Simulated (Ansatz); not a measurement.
**C3H3NO: up Jacob's ladder to CCSD(T)**

How much do the methods differ for C3H3NO? The plan is to run it at one geometry with functionals of several rungs and with coupled cluster. The yardstick is the atomisation energy at the CCSD(T) limit.

The runs use Ansatz 0.2.0, Gaussian basis; functionals in def2-TZVPP, the program's frozen cores in correlated methods.

The runs, in order: LDA (SPW92), PBE-D4, revPBE-D4, BLYP-D4, r2SCAN-D4, B97M-V, PBE0-D4, B3LYP-D4, r2SCANh-D4, r2SCAN0-D4, HSE06-D4, BHLYP-D4, CAM-B3LYP-D4, LC-ωPBE, ωB97X-V, ωB97M-V, B2PLYP, PBE-QIDH; CCSD(T)/def2-SVP; CCSD(T)/def2-TZVPP; MP2/def2-QZVPP; extrapolation to the limit; RPA on PBE.

### Step 1. The geometry

All runs share one geometry, relaxed beforehand with PBE0-D4 in a triple-zeta def2 set.

8 atoms, charge 0, spin multiplicity 1.

Atoms are counted from 1 here; the program's logs count them from 0.

Bond lengths: N1–C2 1.338 Å, N1–H6 1.006 Å, N1–H7 1.003 Å, C2–C3 1.344 Å, C2–H8 1.092 Å, C3–C4 1.284 Å, C4–O5 1.167 Å. Angles: C2–N1–H6 119.5°, C2–N1–H7 121.5°, H6–N1–H7 119.0°, N1–C2–C3 124.1°, N1–C2–H8 113.1°, C3–C2–H8 122.8°, C2–C3–C4 138.6°, C3–C4–O5 171.8°.

Geometry (Å):

| atom | x (Å) | y (Å) | z (Å) |
| --- | --- | --- | --- |
| N1 | 0.3557 | -0.1732 | 1.4968 |
| C2 | 0.1405 | -0.3962 | 0.1950 |
| C3 | -0.2505 | 0.5491 | -0.6766 |
| C4 | -0.5284 | 0.6506 | -1.9264 |
| O5 | -0.8104 | 0.9031 | -3.0299 |
| H6 | 0.2228 | 0.7519 | 1.8693 |
| H7 | 0.6473 | -0.9088 | 2.1132 |
| H8 | 0.3152 | -1.4336 | -0.0974 |

### Step 2. LDA

This LDA is Slater exchange with PW92 correlation.

File in.yaml:

```yaml
crystal:
  periodic: [false, false, false]
  atoms:
    - {symbol: N, position_ang: [0.355653, -0.173223, 1.496802]}
    - {symbol: C, position_ang: [0.140511, -0.396220, 0.194987]}
    - {symbol: C, position_ang: [-0.250532, 0.549098, -0.676562]}
    - {symbol: C, position_ang: [-0.528356, 0.650642, -1.926383]}
    - {symbol: O, position_ang: [-0.810404, 0.903079, -3.029852]}
    - {symbol: H, position_ang: [0.222783, 0.751898, 1.869339]}
    - {symbol: H, position_ang: [0.647342, -0.908756, 2.113228]}
    - {symbol: H, position_ang: [0.315201, -1.433615, -0.097359]}
basis:
  gaussian: {orbitals: def2-TZVPP}
hamiltonian: {xc: lda}
output: {orbitals: {seedname: orbitals}}
```

Run with:

```bash
ansatz run in.yaml --threads 2 --pin off --events-out ev --progress --plain --max-ram 4352MiB
```

After this run come: PBE-D4 (GGA); revPBE-D4 (GGA); BLYP-D4 (GGA); r2SCAN-D4 (meta-GGA); B97M-V (meta-GGA); PBE0-D4 (hybrid); B3LYP-D4 (hybrid); r2SCANh-D4 (hybrid); r2SCAN0-D4 (hybrid); HSE06-D4 (hybrid); BHLYP-D4 (hybrid); CAM-B3LYP-D4 (range-separated); LC-ωPBE (range-separated); ωB97X-V (range-separated); ωB97M-V (range-separated); B2PLYP (double hybrid); PBE-QIDH (double hybrid); CCSD(T) in def2-SVP; CCSD(T) in def2-TZVPP; MP2 in def2-QZVPP; RPA on PBE orbitals.

Before running them: what should the planned runs give, taken together? Wanted: atomisation energy, CCSD(T)/CBS; farthest beyond LDA; mean size of error, GGA; mean size of error, meta-GGA; mean size of error, hybrid; mean size of error, range-separated; mean size of error, double hybrid; gap, smallest and largest; T1 diagnostic.

The runs gave:

```
                               quantity                                     value
        atomisation energy, CCSD(T)/CBS                             3546.4 kJ/mol
 functionals within 17.7 kJ/mol (0.5 %)                          B2PLYP, PBE-QIDH
                    farthest beyond LDA                    PBE-D4 (+239.2 kJ/mol)
                mean size of error, GGA                              157.1 kJ/mol
           mean size of error, meta-GGA                               62.9 kJ/mol
             mean size of error, hybrid                               75.0 kJ/mol
    mean size of error, range-separated                               32.3 kJ/mol
      mean size of error, double hybrid                               11.1 kJ/mol
              gap, smallest and largest  3.02 eV (LDA (SPW92)), 9.85 eV (LC-ωPBE)
                          T1 diagnostic                                    0.0185
triples share of the correlation energy                                     5.1 %
```

In words: LDA overbinds by 723.2 kJ/mol (20 %). PBE-D4 misses by +239.2 kJ/mol. Double hybrids carry the basis error of their MP2 part in triple zeta, and no dispersion term here, so their miss is partly the set-up's. Taken by rung, double hybrid functionals do best (11.1 kJ/mol on average) and GGA ones worst beyond LDA (157.1 kJ/mol). Misses under about 17.7 kJ/mol are within the doubt on the reference itself, which lacks core-valence correlation, relativity and higher excitations. Hartree-Fock recovers 67 % of the binding; the rest is correlation. CCSD(T) in def2-SVP is off by -179.7 kJ/mol, more than most functionals: a good method in a small basis is no reference. Orbital gaps span 3.0 to 9.9 eV; exact exchange widens them.
